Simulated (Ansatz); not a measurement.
**AlNH+ (triplet): the correlation ladder, def2-TZVPP**

One table from this session's results is given with a row withheld; the runs are named, their logs left out.

Program: Ansatz 0.2.0, Gaussian basis. Level of theory: def2-TZVPP, core rule «outside noble gas», up to 6 orbitals frozen. These are calculated values, not measurements.

To be run: UHF; ROHF; CCSD(T) on UHF.

2 further runs of the same task are left out: 2 set aside as unsound or not needed.

## The system

The geometry is a PBE0/def2-TZVP stationary point (not a proven minimum) of the parent state, kept for this charge and spin.

3 atoms, charge 1, spin multiplicity 3.

Atoms are counted from 1 here; the program's logs count them from 0.

Bond lengths: Al1–N2 1.737 Å, N2–H3 1.016 Å. Angles: Al1–N2–H3 130.8°.

As a file:

```csv
atom,x (Å),y (Å),z (Å)
Al1,0.00000,0.03268,0.63653
N2,0.00000,-0.10666,-1.09530
H3,0.00000,0.60749,-1.81839
```

Set-up of the first run:

in.yaml

```yaml
crystal:
  periodic: [false, false, false]
  atoms:
    - {symbol: Al, position_ang: [0.000000, 0.032676, 0.636525]}
    - {symbol: N, position_ang: [0.000000, -0.106661, -1.095305]}
    - {symbol: H, position_ang: [0.000000, 0.607486, -1.818390]}
basis:
  gaussian: {orbitals: def2-TZVPP}
total_charge: 1
magnetization: {spin_polarized: true, initial_magnetization: 2}
hamiltonian: {xc: hf}
output: {orbitals: {seedname: orbitals}}
```

The run is started by

```sh
$ ansatz run in.yaml --threads 1 --pin off --events-out ev --progress --plain --max-ram 4096MiB --backend cpu
```

Steps of the session up to this table: UHF; ROHF; CCSD(T) on UHF.

One of the session's tables, all rows but one given; the rest of the session is left out.

It belongs to the step «Misses and costs». 

```
  method  from UCCSD(T) (meV)
    ROHF                    ?
     UHF              +6034.0
    UMP2               +738.9
   UCCSD               +228.1
UCCSD(T)                    0
```

Q: Estimate the row for ROHF from the others.

**Answer.** from UCCSD(T) (meV): +6221.5. In the column «from UCCSD(T) (meV)» it is the highest.
